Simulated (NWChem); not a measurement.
## A calculation on NO (+1)

```xyz
2

N      0.0000     0.0000     0.5653
O      0.0000     0.0000    -0.4946
```
Charge +1, spin multiplicity 1.

The numbers come from NWChem runs, not from measurements. The geometry was optimised at PBE0/def2-SVP, a minimum by its harmonic frequencies.

Symmetry labels belong to the abelian group C2v used in the runs, with the axes of the coordinates shown; states degenerate in a higher group split over its labels.

The correlated methods keep 2 core orbitals frozen. The structure started from a generated list of species.

Task: List the 4 singlet excitations that EOM-CCSD/def2-SVPD, 2 core orbitals frozen gives, with oscillator strengths.

Result: 
| state | symmetry | energy (eV) | wavelength (nm) | f |
|---|---|---|---|---|
| 1 | b2 | 10.21 | 121 | 0.016 |
| 2 | b1 | 10.21 | 121 | 0.016 |
| 3 | a2 | 11.35 | 109 | 0.000 |
| 4 | a1 | 11.74 | 106 | 0.000 |
These are the lowest roots of each symmetry, so higher states are missing between them.
